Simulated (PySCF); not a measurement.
Series: triple bonds. Gas-phase values, no solvent. Strings in code marks are SMILES.

These are B3LYP-D3(BJ)/def2-TZVP // PBE0-D4/def2-TZVP in PySCF 2.14.0 values and carry that method's errors. All candidates: neutral, multiplicity 1. B3LYP has the VWN-RPA correlation part, as in Gaussian. Delta-SCF ions had no search for a lower state. 

The LUMO is -2.14 eV, the vertical ionisation energy (Delta-SCF) is 11.46 eV and the HOMO–LUMO gap is 6.41 eV.

Problem. Name which member has these values.
(A) `[O+]#[Ge-]`
(B) `N#N`
(C) `[O+]#[Si-]`
(D) `B=S`

Solution. C, `[O+]#[Si-]`. The others give `B=S`: -1.39 eV, 11.16 eV, 6.88 eV; `[O+]#[Ge-]`: -2.25 eV, 11.08 eV, 6.02 eV; `N#N`: -0.80 eV, 15.84 eV, 11.13 eV
